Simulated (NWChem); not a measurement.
Program: NWChem. System: fluorine (F$_{2}$), charge 0, spin multiplicity 1, at a geometry optimised with PBE0/def2-SVP. Level: PBE0/Sadlej pVTZ.

Input file:

```
start mol
memory heap 200 mb stack 800 mb global 1000 mb
geometry units angstroms nocenter noautoz
  F      0.000000     0.000000     0.688226
  F      0.000000     0.000000    -0.688226
  symmetry group D2h
end
basis spherical
  * library sadlej_pvtz
end
dft
  xc pbe0
  semidirect memsize 60000000 filesize 0
  iterations 100
end
property
  dipole
  response 1 0.0428
end
task dft property
```

Output (cleaned and shortened):

```
             Northwest Computational Chemistry Package (NWChem) 7.3.0
             --------------------------------------------------------

                                NWChem Input Module
                                -------------------

 Scaling coordinates for geometry "geometry" by  1.889725989
 (inverse scale =  0.529177249)

 Turning off AUTOSYM since
 SYMMETRY directive was detected!

                             Geometry "geometry" -> ""
                             -------------------------

 Output coordinates in angstroms (scale by  1.889725989 to convert to a.u.)

  No.       Tag          Charge          X              Y              Z
 ---- ---------------- ---------- -------------- -------------- --------------
    1 F                    9.0000     0.00000000     0.00000000     0.68822600
    2 F                    9.0000     0.00000000     0.00000000    -0.68822600

 Effective nuclear repulsion energy (a.u.)      31.1404663359

            Nuclear Dipole moment (a.u.)
            ----------------------------
        X                 Y               Z
 ---------------- ---------------- ----------------
     0.0000000000     0.0000000000     0.0000000000

      Symmetry information
      --------------------

 Group name             D2h
 Group number             26
 Group order               8
 No. of unique centers     1

      Symmetry unique atoms

     1


 Summary of "ao basis" -> "" (spherical)
 ------------------------------------------------------------------------------
       Tag                 Description            Shells   Functions and Types
 ---------------- ------------------------------  ------  ---------------------
 *                        sadlej_pvtz                 on all atoms

                              NWChem Property Module
                              ----------------------

                                 NWChem DFT Module
                                 -----------------

 Summary of "ao basis" -> "ao basis" (spherical)
 ------------------------------------------------------------------------------
       Tag                 Description            Shells   Functions and Types
[...]
     2   0 2 0     -7.205386     -3.602693     -3.602693      0.000000
     2   0 1 1      0.000000      0.000000      0.000000      0.000000
     2   0 0 2     -6.590866    -18.518506    -18.518506     30.446146

 *** CALLING NEW AORESP DRIVER FOR CLOSED AND OPEN SHELLS ***
 Entering AOResponse driver routine

--------------------------------------------------------------------------------

          ****************
          *** RESPONSE ***
          ****************

 Response module for NWChem and dynamic CPKS solver

          -----------------------------------------------
          Solving response equations for perturbing field
          -----------------------------------------------

 number of frequencies:     1
 frequency in a.u.:  0.4280000E-01
 Perturbing field: electric
 Using El. Dipole Length Gauge

 Setting up CPKS with frequency omega =      0.04280000 a.u.

                            NWChem Dynamic CPHF Module
                            --------------------------

    scftype = RHF
    nclosed =    9
      nopen =    0
  variables =      702
  num. vecs =        3
  tolerance =   1.0D-04
  max. iter =   50

  int2e_file: Failed to allocate cache ... halving
 SCF residual:    1.1299385158208646E-005

Iterative solution of linear equations
  No. of variables      702
  No. of equations        3
  Maximum subspace       30
       Convergence  1.0D-04

 ga_lkain filestub:cphf_sol
 ga_lkain filesoln:./mol.cphf_sol

   iter   nsub   residual    time
   ----  ------  --------  ---------
     1      3    7.05D+00       1.6
     2      6    3.30D+00       2.3
     3      9    1.62D-01       3.1
     4     12    1.03D-02       3.8
     5     15    2.03D-03       4.5
     6     18    5.56D-05       5.2

 Electric Dipole Response Matrix (nonzero elements):

              1        2        3
    1    6.3987  -0.0000  -0.0000
    2   -0.0000   6.3987  -0.0000
    3   -0.0000  -0.0000  12.1923

 ------------------------------------------
 average:         8.32986 + I       0.00000

 DFT Linear Response polarizability / au
 Frequency  =       0.0428000 / au
 Wavelength =    1064.5643224 / nm
              X              Y              Z
 -----------------------------------------------
 X       6.3986526     -0.0000000     -0.0000000
 Y      -0.0000000      6.3986526     -0.0000000
 Z      -0.0000000     -0.0000000     12.1922841
 -----------------------------------------------
 Eigenvalues =       6.3986526      6.3986526     12.1922841
 Isotropic   =       8.3298631
 Anisotropic =       5.7936315
 -----------------------------------------------

 Magnetic Dipole Response Matrix (nonzero elements):
 Optical rotation tensor Beta

              1        2        3
    1   -0.0000   0.0000  -0.0000
    2   -0.0000   0.0000   0.0000
    3    0.0000  -0.0000  -0.0000

 ------------------------------------------
 average:        -0.00000 + I       0.00000

 Exiting AOResponse driver routine

          -------------
          Dipole Moment
          -------------

 Center of charge (in au) is the expansion point
         X =       0.0000000 Y =       0.0000000 Z =       0.0000000

   Dipole moment        0.0000025307 A.U.
             DMX       -0.0000000078 DMXEFC        0.0000000000
             DMY       -0.0000000075 DMYEFC        0.0000000000
             DMZ       -0.0000025307 DMZEFC        0.0000000000
   -EFC- dipole         0.0000000000 A.U.
   Total dipole         0.0000025307 A.U.

   Dipole moment        0.0000064324 Debye(s)
             DMX       -0.0000000198 DMXEFC        0.0000000000
             DMY       -0.0000000192 DMYEFC        0.0000000000
             DMZ       -0.0000064323 DMZEFC        0.0000000000
   -EFC- dipole         0.0000000000 DEBYE(S)
   Total dipole         0.0000064324 DEBYE(S)

 1 a.u. = 2.541766 Debyes

 Task  times  cpu:        5.2s     wall:        5.2s

 Total times  cpu:        5.2s     wall:        5.2s
```
